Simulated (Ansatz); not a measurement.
Hexagonal-diamond Ge (model structure), treated with r²SCAN-D4 (PAW; Ansatz, a program for electronic structure).

Settings: plane-wave cutoff 500 eV, 12×12×6 k mesh (along the axes of the cell as run), gaussian smearing 0.02 eV, scalar-relativistic PAW data made under PBE.

Cell (relaxed at this level):

```yaml
crystal:
  lattice:
    - [1.99129, -3.44902, 0.00000]
    - [1.99129, 3.44902, 0.00000]
    - [0.00000, 0.00000, 6.57977]
  atoms:
    - { symbol: Ge, position: [0.33333, 0.66667, 0.06296] }
    - { symbol: Ge, position: [0.66667, 0.33333, 0.56296] }
    - { symbol: Ge, position: [0.66667, 0.33333, 0.93704] }
    - { symbol: Ge, position: [0.33333, 0.66667, 0.43704] }
```

### Question
Estimate the band gap that the calculation returns.

### Answer

- band gap = 0.12 eV (on the SCF k mesh)

Note: the relaxation could raise the start's symmetry but not lower it, so the cell can be a saddle point.

Spin–orbit coupling is not included.

Cost on a shared machine: roughly 28 core-seconds.

A model structure was made by putting elements into a prototype or built by hand; it is no filed structure, need not be a known phase, and can be a saddle point held by its symmetry.
